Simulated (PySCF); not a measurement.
# SN: bond curves at several levels of theory

The task here is to estimate one member of a computed series from the others.

Method: S def2-SVPD, N def2-SVPD, no relativity; program: PySCF 2.14.0.

The first run:

A driver script around PySCF takes these settings:

| Property | Result |
| --- | --- |
| atoms | S, N |
| charge | 0 |
| basis | S def2-SVPD, N def2-SVPD |
| Hamiltonian | no relativity |
| basis functions | 47 |
| electrons treated | 23 |
| masses in u | 31.9721, 14.0031 |
| levels | PBE0, PBE, r²SCAN, r²SCAN0, M06-L, LDA, HF, MP2, SCS-MP2, CCSD, CCSD(T) |
| grid | 80 radial by 434 angular points |
| occupations | held fixed by the projection of orbital angular momentum |
| dissociation limit | S + N, each in its ground configuration |
| starting distance in angstrom | 1.640 |
| values of 2S to try | 1, 3, 5 |

Command:

```console
> OMP_NUM_THREADS=1 python dia.py task.json out
```

Steps of the session up to this table: The job; First curve: PBE0; Excited determinants; PBE; r²SCAN (meta-GGA); r²SCAN0; M06-L; LDA (local density); ROHF; Adding correlation.

One of the session's tables, all rows but one given; the rest of the session is left out.

It belongs to the step «The curves together». Energy (eV) from each level's lowest point:

```
R (Å)   ROHF  ROHF-MP2  ROHF-SCS-MP2  ROHF-CCSD  ROHF-CCSD(T)
1.294  1.581     2.077         2.056        n/a           n/a
1.355  0.610     0.916         0.907      0.951         1.033
1.415  0.129     0.267         0.266      0.320         0.369
1.460      ?         ?             ?          ?             ?
1.505  0.017     0.000         0.000      0.000         0.000
1.550  0.143     0.088         0.082      0.031         0.007
1.610  0.437     0.335         0.318      0.204         0.147
1.686  0.943     0.758         0.727      0.563         0.462
1.776  1.673     1.348         1.301      1.109         0.948
1.896  2.735     2.229         2.164        n/a           n/a
```

Estimate the missing values for R (Å) = 1.460.

Worked estimate for «ROHF». A straight line through the neighbours (1.415, 0.129) and (1.505, 0.017) gives 0.129 + (0.017 − 0.129) × (1.460 − 1.415) / (1.505 − 1.415) = 0.073; a parabola fitted to 4 rows on both sides gives -0.008.

**Answer.** ROHF: 0.000; ROHF-MP2: 0.043; ROHF-SCS-MP2: 0.045; ROHF-CCSD: 0.085; ROHF-CCSD(T): 0.109. In «ROHF» the line misses by +0.073 and the parabola by -0.008.

Limits of these values: At some levels the lowest empty orbital lies below the highest filled one (the two can be of opposite spin).
